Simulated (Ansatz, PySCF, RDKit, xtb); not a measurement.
**Which structure has the formula AlSi2H5?**

Only the formula AlSi2H5 is given. Aim: find the structure of lowest free energy at 400 K, then its properties.

Plan: many cheap relaxations first (GFN2-xTB), then density-functional screening, relaxation at B3LYP-D3(BJ)/def2-SVP, vibrations and a final energy. The numbers are computed, not measured.

4 further runs of the same task are left out: 4 set aside as unsound or not needed.

**1. Candidates**

A program enumerates the bonding patterns with one Lewis structure each (two rings at most, one unusual centre or charged pair), with their diastereomers. O–O, O–halogen and N–halogen bonds and N–N–N chains are not drawn. That gives 14 candidates.

```csv
label,SMILES,spin
c017,[SiH2-][Al+][SiH3],singlet
c037,[AlH2][SiH2][SiH],triplet
c148,[AlH+][SiH-][SiH3],singlet
c376,[SiH][AlH][SiH3],triplet
c402,[AlH3-][Si+]=[SiH2],singlet
c433,[Al][SiH2][SiH3],singlet
c438,[AlH2][SiH]=[SiH2],singlet
c545,[SiH][AlH][SiH3],singlet
c587,[AlH]1[SiH2][SiH2]1,singlet
c606,[AlH2][Si][SiH3],triplet
c785,[Al][SiH2][SiH3],triplet
c802,[AlH2][Si][SiH3],singlet
c893,[AlH2][SiH2][SiH],singlet
c965,[AlH2-]1[SiH+][SiH2]1,singlet
```

Candidates are built by distance geometry, with a force field where one applies, in up to four conformers (letters a to d). 16 starts with atoms placed at random are added, to find patterns that the rules miss.

Q: Predict the outcome of this search (final energies at CCSD(T)/def2-TZVP).

| quantity | value |
| --- | --- |
| lowest structure found | [Al][SiH2][SiH3], singlet, Cs |
| next finalist | [H]1[AlH]2[SiH3][Si]12 ‡, singlet, 9.0 kcal/mol higher in G |
| share at equilibrium, among the finalists | 100.0 % |
| harmonic wavenumbers, lowest and highest (B3LYP-D3(BJ)/def2-SVP) | 66 and 2205 cm⁻¹ |
| rotational constants, same geometry | 0.3307, 0.06537, 0.05673 cm⁻¹ |
| dipole moment (PBE0/def2-TZVPD) | 1.45 D |
| HOMO energy (PBE0/def2-TZVPD) | -5.69 eV |
| LUMO energy (PBE0/def2-TZVPD) | -2.32 eV |
| HOMO–LUMO gap (PBE0/def2-TZVPD) | 3.37 eV |
| lowest excitation (TD-CAM-B3LYP/def2-SVPD) | 2.22 eV (f = 0.014) |
| strongest of the states computed, same level | 5.50 eV (f = 0.733) |
| lowest triplet excitation, same level, Tamm-Dancoff | 1.39 eV |
| vertical ionisation energy | 7.43 eV |
| vertical electron affinity | 0.86 eV |
| vertical triplet less singlet | +1.34 eV |

The lowest structure found is `[Al][SiH2][SiH3]`. The margin of 9.0 kcal/mol over the next finalist is beyond the usual error of the last level; it says nothing of structures that weren't ranked. B3LYP-D3(BJ)/def2-SVP, HF/def2-TZVP and MP2/def2-TZVP already put its bonding pattern lowest among the structures in one piece. 4 minima inside the window were never screened. Lowest found is not proven lowest: the search is finite, and each finalist counts with one conformer. Patterns outside the rules of the enumeration were met only by chance.

‡ marks the bonded skeleton alone, with all bonds drawn single: no Lewis structure was assigned that passes a check against the bond lengths.
